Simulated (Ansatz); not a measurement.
Diamond-structure Si was calculated with Hartree–Fock (Ansatz, a quantum-chemistry and plane-wave program, PAW).

Run with plane-wave cutoff 520 eV, 8×8×8 k mesh, finite displacements, scalar-relativistic PAW data made under PBE.

Computed at the level's own relaxed cell.

```yaml
crystal:
  lattice:
    - [0.00000, 2.75292, 2.75292]
    - [2.75292, 0.00000, 2.75292]
    - [2.75292, 2.75292, 0.00000]
  atoms:
    - { symbol: Si, position: [0.50000, 0.50000, 0.50000] }
    - { symbol: Si, position: [0.75000, 0.75000, 0.75000] }
```

Harmonic phonon frequencies (cm⁻¹; i marks an imaginary mode):

```csv
q point,frequencies
Γ,0 0 0 570 570 570
X,203 203 452 452 485 485
L,(withheld)
```

Question: Fill in the missing entries.

Answer: 
- L, frequencies: 147 147 433 434 529 529

Measured, for comparison: zone-centre TO phonon frequency 525 cm⁻¹ (low temperature, zero-point motion not removed; as tabulated in Tanner et al. (2021), arXiv:2110.11888). Computed (rounded) less measured: zone-centre TO phonon frequency +9 %.

No imaginary mode appears at these points.
